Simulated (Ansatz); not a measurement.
**C2HO+: an energy map over bond length C1–C2 and bond length C2–O3**

Aim: map the energy of C₂HO, SMILES [CH+]=C=O, charge +1 over two coordinates, and find its wells, ridges and stiffness.

Computed with Ansatz 0.2.0. Level: RKS wB97X-V/def2-TZVP.

### 1 Starting geometry

SMILES `[CH+]=C=O`, 4 atoms, charge 1, spin multiplicity 1.

Atoms are counted from 1 here; the program's logs count them from 0.

Bond lengths: C1–C2 1.385 Å, C1–H4 1.114 Å, C2–O3 1.154 Å. Angles: C2–C1–H4 126.4°, C1–C2–O3 165.1°.

As a file:

```
C     0.6891   -0.1756    0.4077
C    -0.4136    0.3634   -0.2333
O    -1.2077    1.0709   -0.6801
H     0.9323   -1.2587    0.5057
```

### 3 Plan of the scan

The axes are (1) bond length C1–C2: 9 values from 1.158 to 2.118 Å; (2) bond length C2–O3: 9 values from 0.966 to 1.573 Å.

Nothing else is relaxed (all other coordinates rigid). Energies count from the relaxed molecule at the same level.

(The set-up runs are not shown.)

### 4 Point bond length C1–C2 = 1.878 Å, bond length C2–O3 = 1.194 Å

input.yaml reads:

```yaml
crystal:
  periodic: [false, false, false]
  atoms:
    - { symbol: C, position_ang: [0.735138, -0.150049, 0.436549] }
    - { symbol: C, position_ang: [-0.771298, 0.548784, -0.440472] }
    - { symbol: O, position_ang: [-1.624083, 1.230334, -0.924087] }
    - { symbol: H, position_ang: [0.862577, -1.242142, 0.464383] }
total_charge: 1
basis:
  gaussian: { orbitals: def2-TZVP }
hamiltonian:
  xc: { name: wB97X-V }
output:
  forces: true
```

Started as:

```console
> ansatz run input.yaml --threads 1 --pin off --max-ram 2560MiB --backend cpu --events-out ev --progress --plain --runs-dir out
```

The session goes on with these runs: the other points that were computed.

**Question.** What will these runs give? Wanted: lowest point; highest computed point; largest force on an atom.

As calculated:

| quantity | value |
| --- | --- |
| lowest point | bond length C1–C2 = 1.398 Å, bond length C2–O3 = 1.118 Å, 0.006 eV |
| highest computed point | bond length C1–C2 = 2.118 Å, bond length C2–O3 = 1.573 Å, 7.65 eV above the lowest |
| largest force on an atom (eV/Å) | 0.8 at bond length C1–C2 = 1.398 Å, bond length C2–O3 = 1.118 Å to 37.9 at bond length C1–C2 = 1.158 Å, bond length C2–O3 = 0.966 Å; 0.8 at the lowest point |
| time for the whole task | 8.4 min on 1 thread, shared host |

The lowest computed point is at bond length C1–C2 = 1.398 Å, bond length C2–O3 = 1.118 Å, 0.006 eV from the relaxed molecule at the same level. No other kind of well shows on this grid. The highest computed point, bond length C1–C2 = 2.118 Å, bond length C2–O3 = 1.573 Å, lies 7.65 eV above the lowest. Round the minimum the valley is somewhat tilted: raising bond length C1–C2 shifts the best value of bond length C2–O3 downwards (coupling k₁₂/√(k₁₁k₂₂) about 0.1).
